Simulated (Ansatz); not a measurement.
Results of RPBE (plane waves, PAW; Ansatz, a program for electronic structure) for rutile CrO₂.

Numerical settings: plane-wave cutoff 520 eV, 12×12×18 k mesh (along the axes of the cell as run), Fermi–Dirac smearing 0.05 eV, spin-polarised with parallel moments, scalar-relativistic PAW data made under PBE.

Energies at three volumes about the minimum:

```json
[
 {"V (Å³/atom)": "9.674", "E − E_lowest (meV/atom)": "2.66"},
 {"V (Å³/atom)": "9.871", "E − E_lowest (meV/atom)": "0.00"},
 {"V (Å³/atom)": "10.068", "E − E_lowest (meV/atom)": "2.47"}
]
```

Q: Fit a parabola by hand: where is the minimum, and what is the bulk modulus?

A: Slopes: (0.00 − 2.66)/(9.871 − 9.674) = -13.503 and (2.47 − 0.00)/(10.068 − 9.871) = 12.538 meV/Å³. Curvature E″ = 2 × (12.538 − (-13.503))/(10.068 − 9.674) = 132.188 meV/Å⁶. From the middle of the first interval, the slope vanishes at V0 = 9.7725 − (-13.503)/132.188 = 9.875 Å³/atom. B = V0 E″ = 9.875 × 132.188 meV/Å³ × 0.1602 GPa per meV/Å³ = 209 GPa. The full Birch–Murnaghan fit to all volumes gives V0 = 9.871 Å³/atom and B0 = 208 GPa.

Shape and atoms are relaxed at each volume.

Measured, for comparison: bulk modulus 242 ± 2 GPa (temperature not stated, not corrected to a static lattice, equation of state from high-pressure X-ray diffraction; as tabulated in Datta et al. (2023), arXiv:2307.04584). Computed (rounded) less measured: bulk modulus -14 %.

Note: the bulk modulus comes from volumes at which shape and atoms were relaxed.
